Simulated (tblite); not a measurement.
Start geometry of `[CH2]C1CSC1` [radical] from a force field or distance geometry (Å):
```
atom  x, y, z in Å
C1    -0.756    1.364    0.031
C2    -0.129    0.074    0.401
C3    -0.491   -1.143   -0.399
S4     1.162   -1.779   -0.030
C5     1.274   -0.009   -0.167
H6    -1.868    1.371    0.108
H7    -0.392    2.192    0.686
H8    -0.178   -0.168    1.505
H9    -0.681   -0.925   -1.464
H10   -1.266   -1.788    0.093
H11    1.986    0.526    0.459
H12    1.339    0.285   -1.248
```

What comes out of this run: GFN2-xTB geometry optimisation, gas phase in tblite 0.8.0?

```
atom  x, y, z in Å
C1    -0.825    1.327    0.163
C2    -0.079    0.113    0.468
C3    -0.599   -1.182   -0.206
S4     1.081   -1.735   -0.664
C5     1.327    0.011   -0.185
H6    -1.029    1.584   -0.859
H7    -1.171    1.986    0.935
H8     0.007   -0.037    1.546
H9    -1.194   -0.993   -1.097
H10   -1.118   -1.874    0.453
H11    2.166    0.163    0.489
H12    1.435    0.637   -1.069
```

The energy falls by 88.8 kJ/mol over 95 L-BFGS steps, the largest force on an atom goes from 3.02 to 0.008 eV/Å, and the atoms move by 0.565 Å rms after alignment. Among the bonds, C2–C3 and S4–C5 change most and about equally (+0.048 to +0.049 Å). Bonds longer at the end by more than 0.005 Å: 4 of 12; shorter: 7. Among the angles that change most is H6–C1–H7, from 106.3° to 118.5°. Among the dihedrals that turn most is H6–C1–C2–C3, from 61° to -51°. Rotational constants go from 10269, 3133, 2652 to 9459, 3051, 2546 MHz. The orientation of the end geometry is arbitrary; only internal coordinates are fixed.

On one thread, Intel Xeon at 2.50 GHz (x86_64), shared host with 64 logical CPUs at a one-minute load of 62, this took 1.1 s.

Its GFN2-xTB frequencies are all real (lowest 70 cm⁻¹).

One conformer stands for the species.

These are computed values.
